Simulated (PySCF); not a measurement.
PySCF input (B3LYP/cc-pV(T+d)Z):

```python
import numpy as np, basis_set_exchange as bse
from pyscf import gto, scf, dft, df

basis = {'H': gto.basis.parse(bse.get_basis('cc-pV(T+d)Z', elements=['H'], fmt='nwchem'))}
mol = gto.M(
    atom='''
    H    -0.00000000   -0.00000000   -0.37201156
    H     0.00000000    0.00000000    0.37201156
    ''',
    basis=basis,
    charge=0,
    verbose=4,
    max_memory=8640,
)
mf = dft.RKS(mol, xc='b3lyp')
mf.grids.level = 3
mf = mf.density_fit(auxbasis=df.autoaux(mol))
mf.conv_tol = 1e-9
mf.max_cycle = 100
print('smallest overlap eigenvalue', np.linalg.eigvalsh(mol.intor('int1e_ovlp'))[0])
mf.kernel()
dip = mf.dip_moment()
```

Output:

```
PySCF version 2.14.0

[INPUT] verbose = 4
[INPUT] num. atoms = 2
[INPUT] num. electrons = 2
[INPUT] charge = 0
[INPUT] spin (= nelec alpha-beta = 2S) = 0
[INPUT] symmetry False subgroup None
[INPUT] Mole.unit = angstrom
[INPUT] Symbol           X                Y                Z      unit          X                Y                Z       unit  Magmom
[INPUT]  1 H      0.000000000000   0.000000000000  -0.372011560000 AA    0.000000000000   0.000000000000  -0.702999963572 Bohr   0.0
[INPUT]  2 H      0.000000000000   0.000000000000   0.372011560000 AA    0.000000000000   0.000000000000   0.702999963572 Bohr   0.0

nuclear repulsion = 0.711237590197466
number of shells = 6
number of NR pGTOs = 32
number of NR cGTOs = 28
basis = {'H': [[0, [33.87, 0.0, 0.006068, 0.0], [5.095, 0.0, 0.045308, 0.0], [1.159, 0.0, 0.202822, 0.0], [0.3258, 1.0, 0.503903, 0.0], [0.1027, 0.0, 0.383421, 1.0]], [1, [1.407, 1.0, 0.0], [0.388, 0.0, 1.0]], [2, [1.057, 1.0]]]}
ecp = {}
ETB for H: l = 0, exps = 0.2054 * 1.8^n , n = 0..10
ETB for H: l = 1, exps = 0.4907 * 2^n , n = 0..3
ETB for H: l = 2, exps = 0.776 * 2.2^n , n = 0..2
ETB for H: l = 3, exps = 1.4449999999999998 * 2.2^n , n = 0..1
smallest overlap eigenvalue 0.00179180007947718

******** <class 'pyscf.df.df_jk.DFRKS'> ********
method = DFRKS
initial guess = minao
damping factor = 0
level_shift factor = 0
DIIS = <class 'pyscf.scf.diis.CDIIS'>
diis_start_cycle = 1
diis_space = 8
diis_damp = 0
SCF conv_tol = 1e-09
SCF conv_tol_grad = None
SCF max_cycles = 100
direct_scf = False
XC library pyscf.dft.libxc version 7.1.2
    S. Lehtola, C. Steigemann, M. J. T. Oliveira, and M. A. L. Marques,  SoftwareX 7, 1–5 (2018)
XC functionals = b3lyp
    P. J. Stephens, F. J. Devlin, C. F. Chabalowski, and M. J. Frisch,  J. Phys. Chem. 98, 11623 (1994)
radial grids:
    Treutler-Ahlrichs [JCP 102, 346 (1995); DOI:10.1063/1.469408] (M4) radial grids

becke partition: Becke, JCP 88, 2547 (1988); DOI:10.1063/1.454033
pruning grids: <function nwchem_prune>
grids dens level: 3
symmetrized grids: False
atomic radii adjust function: <function treutler_atomic_radii_adjust>
small_rho_cutoff = 0
Set gradient conv threshold to 3.16228e-05
Initial guess from minao.
tot grids = 19616
******** <class 'pyscf.df.df.DF'> ********
auxbasis = {'H': [[0, [np.float64(73.33739683485697), 1]], [0, [np.float64(40.74299824158721), 1]], [0, [np.float64(22.634999023104005), 1]], [0, [np.float64(12.574999457280002), 1]], [0, [np.float64(6.9861108096), 1]], [0, [np.float64(3.8811726720000004), 1]], [0, [np.float64(2.15620704), 1]], [0, [np.float64(1.1978928000000002), 1]], [0, [np.float64(0.6654960000000001), 1]], [0, [np.float64(0.36972), 1]], [0, [np.float64(0.2054), 1]], [1, [np.float64(3.9256), 1]], [1, [np.float64(1.9628), 1]], [1, [np.float64(0.9814), 1]], [1, [np.float64(0.4907), 1]], [2, [np.float64(3.7558400000000005), 1]], [2, [np.float64(1.7072000000000003), 1]], [2, [np.float64(0.776), 1]], [3, [np.float64(3.179), 1]], [3, [np.float64(1.4449999999999998), 1]]]}
init E= -0.953428554388254
  HOMO = -0.461833075747976  LUMO = 0.0372086546364225  gap/eV = 13.57962
cycle= 1 E= -1.17953474555685  delta_E= -0.226  |g|= 0.0352  |ddm|= 2.24
  HOMO = -0.425580919904719  LUMO = 0.061156217225066  gap/eV = 13.24479
cycle= 2 E= -1.1799758362175  delta_E= -0.000441  |g|= 0.00775  |ddm|= 0.246
  HOMO = -0.433917250854219  LUMO = 0.0578814886759935  gap/eV = 13.38253
cycle= 3 E= -1.17999807478007  delta_E= -2.22e-05  |g|= 0.000131  |ddm|= 0.0349
  HOMO = -0.433852030754239  LUMO = 0.0579014713282092  gap/eV = 13.38129
cycle= 4 E= -1.17999807889039  delta_E= -4.11e-09  |g|= 9.79e-07  |ddm|= 0.00088
  HOMO = -0.433852794803083  LUMO = 0.057901106006805  gap/eV = 13.38131
cycle= 5 E= -1.17999807889072  delta_E= -3.32e-13  |g|= 4.79e-08  |ddm|= 2.31e-06
  HOMO = -0.433852734407946  LUMO = 0.0579011360896161  gap/eV = 13.38130
Extra cycle  E= -1.17999807889072  delta_E= -1.33e-15  |g|= 1.07e-08  |ddm|= 2.93e-07
converged SCF energy = -1.17999807889072
Dipole moment(X, Y, Z, Debye): -0.00000,  0.00000,  0.00000
```
